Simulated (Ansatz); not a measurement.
Molecule: CN, net charge 0, doublet state. 
Geometry from a B3LYP-D3(BJ)/def2-TZVP (Ansatz, a quantum-chemistry and plane-wave program) optimisation:
```xyz
2

C      0.0000     0.0000    -0.6258
N      0.0000     0.0000     0.5364
```
Charge 0, spin multiplicity 2.

Basis-set convergence of Hartree-Fock and CCSD(T) correlation energies (hartree) with Ansatz. Correlated levels leave the core frozen unless marked. UHF or UKS for open shells. Spin-orbit coupling is left out. Non-relativistic.

The UHF reference is spin-contaminated (<S^2> 0.37 over the pure value in the largest basis). The T1 diagnostic of CCSD in the largest basis is 0.086, which is high, so the coupled-cluster rows are less sure than usual.

| basis | functions | E(HF) | E(corr, CCSD(T)) |
|---|---|---|---|
| cc-pVDZ | 28 | -92.21304 | -0.27510 |
| cc-pVTZ | 60 | -92.23520 | -0.33021 |
| cc-pVQZ | 110 | -92.24165 | -0.34815 |
| cc-pV5Z | 182 | -92.24290 | -0.35439 |

Extrapolating the two largest sets (X = 4 and 5) as X^-3: E(corr) = (125·(-0.35439) - 64·(-0.34815))/61 = -0.3609 Eh, an estimate of the basis-set limit. The largest set recovers 98.2 % of it, the smallest 76.2 %.
